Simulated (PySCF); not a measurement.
Members of the series CXY, Y = H; each row names its spin state. All species are isolated molecules in the gas phase. One relaxed conformer stands for each flexible species; it need not be the lowest. Strings in code marks are SMILES.

The numbers are results of PBE-D3(BJ)/def2-TZVP // PBE0-D3(BJ)/def2-TZVP (PySCF), not measurements. 

```tsv
species	highest occupied spin orbital (eV)	dipole moment (D)
X = H, multiplicity 3 (`[CH2]` (lower triplet))	-5.69	0.64
X = fluoro, multiplicity 3 (`[CH]F` (excited triplet))	-4.80	0.94
X = chloro, multiplicity 3 (`[CH]Cl` (triplet; the order of the spin states depends on the level))	-4.93	___
X = hydroxy, multiplicity 1 (`O[CH]` (lower singlet; H–C–O–H torsion 0°))	–	–
X = hydroxy, multiplicity 3 (`[CH]O` (excited triplet; H–C–O–H torsion 102°))	___	–
X = amino, multiplicity 1 (`N[CH]` (lower singlet))	–	3.56
X = amino, multiplicity 3 (`[CH]N` (excited triplet))	-4.23	1.73
X = cyano, multiplicity 3 (`[CH]C#N` (lower triplet))	___	3.06
X = formyl, multiplicity 1 (`C(=O)[CH]` (singlet; the order of the spin states depends on the level; H–C–C–O torsion 83°))	–	–
X = formyl, multiplicity 3 (`[CH]C=O` (triplet; the order of the spin states depends on the level; H–C–C–O torsion 0°))	-6.30	–
X = isocyano, multiplicity 3 (`[C-]#[N+][CH]` (lower triplet))	___	2.99
X = AlH2, multiplicity 3 (`[CH][AlH2]` (lower triplet))	-5.67	–
```

Problem. Fill in the missing entries.

Solution. 
- X = chloro, multiplicity 3 (`[CH]Cl` (triplet; the order of the spin states depends on the level)), dipole moment (D): 0.76
- X = hydroxy, multiplicity 3 (`[CH]O` (excited triplet; H–C–O–H torsion 102°)), highest occupied spin orbital (eV): -4.44
- X = cyano, multiplicity 3 (`[CH]C#N` (lower triplet)), highest occupied spin orbital (eV): -6.62
- X = isocyano, multiplicity 3 (`[C-]#[N+][CH]` (lower triplet)), highest occupied spin orbital (eV): -5.95
